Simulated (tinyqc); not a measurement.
Worked calculation: MP2 on RHF in the sto-6g basis, for H2F+, spin multiplicity 1. One step of it, computed by the program tinyqc.

Problem. Second-order Moller-Plesset energy. E2 = sum_ijab (ia|jb) [2 (ia|jb) - (ib|ja)] / (e_i + e_j - e_a - e_b) over occupied i, j and virtual a, b; the opposite-spin part is (ia|jb)^2 / denominator, the rest is same-spin, and SCS-MP2 scales them by 6/5 and 1/3.

orbital energies (hartree): MO1 -26.889804, MO2 -1.969932, MO3 -1.066218, MO4 -1.003468, MO5 -0.986908, MO6 -0.114906, MO7 0.002979

Two-electron integrals over orbitals (pq|rs), unique and non-zero (hartree):
```
(11|11) 5.382240    (21|11) -0.524313   (21|21) 0.082611    (22|11) 1.235317
(22|21) -0.022309   (22|22) 0.867176    (31|11) -0.011449   (31|21) 0.001610
(31|22) -0.001104   (31|31) 0.018334    (32|11) 0.009177    (32|21) -0.000707
(32|22) 0.000328    (32|31) 0.025984    (32|32) 0.151432    (33|11) 0.979206
(33|21) -0.008191   (33|22) 0.748396    (33|31) 0.000418    (33|32) 0.001781
(33|33) 0.713469    (41|11) 0.116199    (41|21) -0.016287   (41|22) 0.011099
(41|31) -0.000561   (41|32) -0.000061   (41|33) 0.003981    (41|41) 0.027173
(42|11) -0.098703   (42|21) 0.007141    (42|22) -0.012604   (42|31) -0.000056
(42|32) -0.000885   (42|33) -0.009941   (42|41) 0.029713    (42|42) 0.160870
(43|11) -0.008314   (43|21) 0.000297    (43|22) -0.003795   (43|31) -0.003129
(43|32) 0.007335    (43|33) -0.004913   (43|41) 0.000754    (43|42) 0.004757
(43|43) 0.049677    (44|11) 1.123287    (44|21) -0.012769   (44|22) 0.806196
(44|31) -0.000039   (44|32) 0.006201    (44|33) 0.691169    (44|41) -0.008910
(44|42) -0.079136   (44|43) -0.003561   (44|44) 0.840943    (51|51) 0.030354
(52|51) 0.039474    (52|52) 0.185550    (53|51) 0.000795    (53|52) 0.002942
(53|53) 0.037716    (54|51) -0.008110   (54|52) -0.030246   (54|53) -0.000916
(54|54) 0.050397    (55|11) 1.265988    (55|21) -0.013765   (55|22) 0.889069
(55|31) -0.000289   (55|32) 0.004725    (55|33) 0.736502    (55|41) 0.002904
(55|42) -0.052767   (55|43) -0.004805   (55|44) 0.812803    (55|55) 0.998085
(61|11) 0.179167    (61|21) -0.029687   (61|22) 0.004336    (61|31) -0.001678
(61|32) -0.001357   (61|33) 0.001597    (61|41) -0.007475   (61|42) -0.019410
(61|43) -0.000322   (61|44) 0.010633    (61|55) 0.004486    (61|61) 0.018175
(62|11) -0.251307   (62|21) 0.006924    (62|22) -0.129915   (62|31) -0.000977
(62|32) -0.006527   (62|33) -0.081856   (62|41) -0.017708   (62|42) -0.051420
(62|43) 0.001528    (62|44) -0.083108   (62|55) -0.130984   (62|61) 0.006584
(62|62) 0.068334    (63|11) -0.035008   (63|21) 0.000698    (63|22) -0.019260
(63|31) -0.003607   (63|32) 0.018973    (63|33) -0.018135   (63|41) -0.000076
(63|42) 0.005213    (63|43) 0.018772    (63|44) -0.012687   (63|55) -0.020157
(63|61) -0.000055   (63|62) 0.006593    (63|63) 0.066666    (64|11) -0.310285
(64|21) 0.004128    (64|22) -0.170962   (64|31) 0.000727    (64|32) 0.004492
(64|33) -0.102079   (64|41) -0.004080   (64|42) 0.019743    (64|43) 0.004712
(64|44) -0.169518   (64|55) -0.175933   (64|61) 0.000348    (64|62) 0.056710
(64|63) 0.016646    (64|64) 0.096542    (65|51) -0.011200   (65|52) -0.044150
(65|53) -0.002580   (65|54) -0.012602   (65|65) 0.022194    (66|11) 0.663400
(66|21) -0.005339   (66|22) 0.544125    (66|31) 0.001054    (66|32) 0.015135
(66|33) 0.528234    (66|41) 0.013467    (66|42) 0.060931    (66|43) 0.013497
(66|44) 0.523672    (66|55) 0.523814    (66|61) -0.005121   (66|62) -0.047918
(66|63) 0.019008    (66|64) -0.022024   (66|66) 0.536868    (71|11) 0.025842
(71|21) -0.004347   (71|22) 0.000434    (71|31) 0.016350    (71|32) 0.022662
(71|33) 0.000897    (71|41) 0.000126    (71|42) -0.001177   (71|43) -0.002919
(71|44) 0.001043    (71|55) 0.000637    (71|61) 0.000861    (71|62) -0.000978
(71|63) -0.003068   (71|64) 0.000462    (71|66) 0.001037    (71|71) 0.015005
(72|11) -0.036546   (72|21) 0.000967    (72|22) -0.018889   (72|31) 0.017794
(72|32) 0.072229    (72|33) -0.008219   (72|41) -0.001166   (72|42) -0.001323
(72|43) -0.019390   (72|44) -0.014529   (72|55) -0.018691   (72|61) -0.000976
(72|62) 0.002772    (72|63) -0.021258   (72|64) 0.007705    (72|66) -0.007429
(72|71) 0.015481    (72|72) 0.056672    (73|11) 0.427078    (73|21) -0.007630
(73|22) 0.223913    (73|31) -0.000005   (73|32) 0.009948    (73|33) 0.169474
(73|41) -0.001065   (73|42) -0.054751   (73|43) 0.000645    (73|44) 0.194255
(73|55) 0.238936    (73|61) 0.004053    (73|62) -0.060120   (73|63) -0.003691
(73|64) -0.101388   (73|66) 0.017816    (73|71) 0.000589    (73|72) -0.010770
(73|73) 0.165825    (74|11) -0.011540   (74|21) 0.000065    (74|22) -0.005868
(74|31) -0.006373   (74|32) -0.049955   (74|33) -0.002054   (74|41) -0.001061
(74|42) -0.003861   (74|43) 0.002086    (74|44) -0.007715   (74|55) -0.006230
(74|61) 0.000994    (74|62) 0.004898    (74|63) -0.046003   (74|64) -0.003053
(74|66) -0.017545   (74|71) -0.005722   (74|72) -0.009198   (74|73) -0.010887
(74|74) 0.049793    (75|51) -0.001594   (75|52) -0.006262   (75|53) 0.025215
(75|54) 0.000083    (75|65) 0.000799    (75|75) 0.019001    (76|11) -0.001422
(76|21) 0.000028    (76|22) 0.001520    (76|31) -0.008036   (76|32) -0.078508
(76|33) 0.002927    (76|41) 0.000953    (76|42) 0.002268    (76|43) -0.053711
(76|44) -0.006063   (76|55) -0.000414   (76|61) 0.000013    (76|62) -0.002165
(76|63) -0.081545   (76|64) -0.013531   (76|66) -0.036113   (76|71) -0.007168
(76|72) 0.003986    (76|73) -0.016183   (76|74) 0.063033    (76|76) 0.156008
(77|11) 0.742891    (77|21) -0.006504   (77|22) 0.581999    (77|31) -0.002406
(77|32) -0.020333   (77|33) 0.583342    (77|41) 0.002959    (77|42) 0.009660
(77|43) -0.011586   (77|44) 0.556394    (77|55) 0.568438    (77|61) 0.001380
(77|62) -0.037550   (77|63) -0.024868   (77|64) -0.032062   (77|66) 0.512410
(77|71) -0.001744   (77|72) -0.004895   (77|73) 0.054328    (77|74) 0.015309
(77|76) 0.034921    (77|77) 0.559089
```

Hartree-Fock energy = -99.73286653 hartree

Give: Terms; Pair energies; MP2 correlation energy; SCS-MP2 correlation energy; MP2 total energy.

Solution.

Terms (the 40 largest of 68):

| i | j | a | b | (ia\|jb) | (ib\|ja) | denominator | term |
|---|---|---|---|---|---|---|---|
| 3 | 3 | 7 | 7 | 0.1658 | 0.1658 | -2.1384 | -0.0129 |
| 3 | 4 | 7 | 6 | -0.1014 | -0.0460 | -1.9578 | -0.0081 |
| 4 | 3 | 6 | 7 | -0.1014 | -0.0460 | -1.9578 | -0.0081 |
| 4 | 4 | 6 | 6 | 0.0965 | 0.0965 | -1.7771 | -0.0052 |
| 3 | 3 | 6 | 6 | 0.0667 | 0.0667 | -1.9026 | -0.0023 |
| 2 | 3 | 6 | 7 | -0.0601 | -0.0213 | -2.9242 | -0.0020 |
| 3 | 2 | 7 | 6 | -0.0601 | -0.0213 | -2.9242 | -0.0020 |
| 2 | 2 | 6 | 6 | 0.0683 | 0.0683 | -3.7101 | -0.0013 |
| 4 | 4 | 7 | 7 | 0.0498 | 0.0498 | -2.0129 | -0.0012 |
| 2 | 4 | 6 | 6 | 0.0567 | 0.0567 | -2.7436 | -0.0012 |
| 4 | 2 | 6 | 6 | 0.0567 | 0.0567 | -2.7436 | -0.0012 |
| 2 | 2 | 7 | 7 | 0.0567 | 0.0567 | -3.9458 | -0.0008 |
| 5 | 5 | 6 | 6 | 0.0222 | 0.0222 | -1.7440 | -2.82e-04 |
| 3 | 4 | 6 | 7 | -0.0460 | -0.1014 | -1.9578 | 2.20e-04 |
| 4 | 3 | 7 | 6 | -0.0460 | -0.1014 | -1.9578 | 2.20e-04 |
| 5 | 5 | 7 | 7 | 0.0190 | 0.0190 | -1.9798 | -1.82e-04 |
| 3 | 4 | 6 | 6 | 0.0166 | 0.0166 | -1.8399 | -1.51e-04 |
| 4 | 3 | 6 | 6 | 0.0166 | 0.0166 | -1.8399 | -1.51e-04 |
| 2 | 3 | 7 | 6 | -0.0213 | -0.0601 | -2.9242 | 1.28e-04 |
| 3 | 2 | 6 | 7 | -0.0213 | -0.0601 | -2.9242 | 1.28e-04 |
| 3 | 4 | 7 | 7 | -0.0109 | -0.0109 | -2.0756 | -5.71e-05 |
| 4 | 3 | 7 | 7 | -0.0109 | -0.0109 | -2.0756 | -5.71e-05 |
| 3 | 2 | 7 | 7 | -0.0108 | -0.0108 | -3.0421 | -3.81e-05 |
| 2 | 3 | 7 | 7 | -0.0108 | -0.0108 | -3.0421 | -3.81e-05 |
| 4 | 2 | 7 | 7 | -0.0092 | -0.0092 | -2.9794 | -2.84e-05 |
| 2 | 4 | 7 | 7 | -0.0092 | -0.0092 | -2.9794 | -2.84e-05 |
| 4 | 2 | 6 | 7 | 0.0077 | 0.0049 | -2.8615 | -2.83e-05 |
| 2 | 4 | 7 | 6 | 0.0077 | 0.0049 | -2.8615 | -2.83e-05 |
| 2 | 3 | 6 | 6 | 0.0066 | 0.0066 | -2.8063 | -1.55e-05 |
| 3 | 2 | 6 | 6 | 0.0066 | 0.0066 | -2.8063 | -1.55e-05 |
| 2 | 1 | 7 | 7 | 0.0155 | 0.0155 | -28.8657 | -8.30e-06 |
| 1 | 2 | 7 | 7 | 0.0155 | 0.0155 | -28.8657 | -8.30e-06 |
| 3 | 3 | 6 | 7 | -0.0037 | -0.0037 | -2.0205 | -6.74e-06 |
| 3 | 3 | 7 | 6 | -0.0037 | -0.0037 | -2.0205 | -6.74e-06 |
| 1 | 1 | 6 | 6 | 0.0182 | 0.0182 | -53.5498 | -6.17e-06 |
| 4 | 4 | 7 | 6 | -0.0031 | -0.0031 | -1.8950 | -4.92e-06 |
| 4 | 4 | 6 | 7 | -0.0031 | -0.0031 | -1.8950 | -4.92e-06 |
| 1 | 1 | 7 | 7 | 0.0150 | 0.0150 | -53.7856 | -4.19e-06 |
| 4 | 2 | 7 | 6 | 0.0049 | 0.0077 | -2.8615 | -3.58e-06 |
| 2 | 4 | 6 | 7 | 0.0049 | 0.0077 | -2.8615 | -3.58e-06 |

Pair energies (hartree; pair i-j sums ij and ji):

| pair | opposite spin | same spin |
|---|---|---|
| 1-1 | -1.04e-05 | 0 |
| 2-1 | -1.98e-05 | 0 |
| 2-2 | -0.0021 | 0 |
| 3-1 | -1.88e-06 | -3.64e-06 |
| 3-2 | -0.0029 | -0.0010 |
| 3-3 | -0.0152 | 0 |
| 4-1 | -2.44e-06 | -2.04e-08 |
| 4-2 | -0.0025 | -5.51e-06 |
| 4-3 | -0.0131 | -0.0031 |
| 4-4 | -0.0065 | 0 |
| 5-5 | -4.65e-04 | 0 |

MP2 correlation energy = -0.046873 hartree

SCS-MP2 correlation energy = -0.052629 hartree

MP2 total energy = -99.779740 hartree
